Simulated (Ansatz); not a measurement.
Cost and result up the ladder for diborane mono Cl (B2H5Cl) (8 atoms). Total charge 0; singlet. Geometry: PBE-D4/def2-TZVP.

```xyz
8

B    -0.045    0.422   -0.725
Cl   -1.569    0.363   -1.636
H     0.865    1.055   -1.172
H    -0.245    0.792    0.551
B     0.151   -0.428    0.806
H     1.212   -0.334    1.350
H    -0.763   -1.059    1.245
H     0.395   -0.811   -0.420
```

Ansatz on 4 threads of Arm Neoverse V1 on a shared host. Times are rough, and most runs start from the orbitals of an earlier one. CAM-B3LYP-D4/def2-TZVP serves as the yardstick here, not as an exact answer. Differences are given only for rows in sets of like size (and for xTB, whose basis is part of the method), since another set adds its own error. Binding counts from free atoms at the same level (B doublet, Cl doublet, H doublet; other spins of the atoms weren't run), without zero-point energy or a counterpoise term.

B3LYP takes the VWN-RPA correlation. HSE06 is defined as in plane-wave codes, on full-range PBE exchange. Correlated methods freeze 7 core orbitals.

Correlated methods converge slowly with the basis.

| level | functions | wall time | binding energy per atom (eV) | difference from CAM-B3LYP-D4/def2-TZVP (eV) |
| --- | --- | --- | --- | --- |
| HF/STO-3G | 24 | 0.1 s | 3.51 | – |
| HF/6-31G | 41 | 0.15 s | 2.47 | – |
| B3LYP-D4/6-31G | 41 | 0.35 s | 3.25 | – |
| PBE-D4/def2-SVP | 71 | 0.4 s | 3.39 | – |
| LDA (SPW92)/def2-TZVP | 129 | 0.45 s | 3.75 | 0.40 |
| PBE0-D4/def2-SVP | 71 | 0.45 s | 3.38 | – |
| MP2/def2-TZVP | 129 | 0.5 s | 3.25 | -0.11 |
| PBE-D4/def2-TZVP | 129 | 0.7 s | 3.38 | 0.02 |
| HSE06-D4/def2-TZVP | 129 | 0.9 s | 3.36 | 0.01 |
| BHLYP-D4/def2-TZVP | 129 | 0.9 s | 3.29 | -0.06 |
| CAM-B3LYP-D4/def2-TZVP | 129 | 0.9 s | 3.35 | 0.00 |
| r2SCAN0-D4/def2-TZVP | 129 | 1.6 s | 3.36 | 0.00 |
| r2SCAN-D4/def2-TZVP | 129 | 1.6 s | 3.38 | 0.03 |
| CCSD(T)/def2-TZVPP | 174 | 13 s | 3.26 | -0.09 |
